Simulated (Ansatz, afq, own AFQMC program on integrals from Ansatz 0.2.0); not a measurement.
## GeH⁺, triplet in cc-pVQZ, levels against CCSDT(Q)

```yaml
atoms:
  - { symbol: Ge, position_ang: [0.0000, 0.0000, 0.0000] }
  - { symbol: H, position_ang: [0.0000, 0.0000, 1.5886] }
```

Basis cc-pVQZ. Only valence electrons are correlated. AFQMC by an in-house program on the Cholesky factors that Ansatz 0.2.0 writes for its CCSD(T) run. The CISD trial takes its coefficients from CCSD amplitudes. Released means that phaseless walkers are propagated on without the constraint, phases kept. Uncertainties: one standard error, sampling alone. No spin–orbit coupling.

Determinant: UHF, the one that the program's search chose, which needn't be the lowest solution. The geometry is a PBE0/def2-TZVP stationary point of this or a neighbouring charge and spin state.

No full CI on the walks' own integrals is used here; CCSDT(Q) serves as the reference and is uncertain by about the last step of the cluster series.

Cautions: no relativity below Rb; no spin-orbit coupling; inner d shell frozen; another spin lies lower (by 2.32 eV).

* T1 diagnostic: 0.0216
* weight of the determinant in the CISD state: 0.948
* ⟨S²⟩ of the determinant: 2.024
* size of the correlated space: 4 electrons in 84 orbitals

(1) Estimate: order these by the size of their error in total energy against CCSDT(Q), smallest first.
A. AFQMC with the constraint released
B. CCSD
C. MP2
D. CCSD(T)

(1) A (0.02 ± 0.01 kcal/mol), D (0.30 kcal/mol), B (1.33 kcal/mol), C (10.59 kcal/mol).

Reference: CCSDT(Q), correlation energy -1.806 eV. The released energy is read at 1.50 1/Eh (meV from the phaseless value at times in 1/Eh: -2.2 ± 1.2 at 0.24, -4.5 ± 2.3 at 0.50, -2.5 ± 0.8 at 1.00, -4.0 ± 0.6 at 1.50).

A walk keeps the symmetry of its determinant, which the program's search chose and which needn't be the lowest solution, so a lower state of the same spin and another symmetry isn't excluded. Released energies are given only where the last usable release times agree within the noise; a slower fall can still hide under it.
